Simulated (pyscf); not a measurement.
Structures and frequencies: ωB97X-D3(BJ)/def2-SVP in PySCF. Correlated levels are frozen-core, on RHF or UHF. ΔMP2 is the change of the MP2 total energy from the triple- to the quadruple-zeta basis.

**Question.** Estimate the classical barrier height and the reaction energy of H₃C–SiH₂–Cl + H atom (H•) → H₃C–SiH₂• + hydrogen chloride (HCl) at CCSD(T)/def2-TZVPP + ΔMP2(QZVPP). The step runs on the doublet surface, breaks H–Si, Cl–Si and forms H–Si, Cl–H; take the separated reactants as zero.

**Answer.** ΔE‡ = 0.73 eV, ΔE = +0.30 eV. Zero-point energy shifts the barrier by +0.08 eV. It is a concerted two-bond exchange, with an imaginary mode of 400i cm⁻¹. The same reactants have a lower exit, to H₃C–SiH•–Cl + H₂ (barrier +0.21 eV at ωB97M-D3(BJ), against +0.68 eV here). This is the saddle that the search found; another between the same sides may lie lower. The CCSD(T) − MP2 part came from Ansatz, without density fitting, on the same reference.
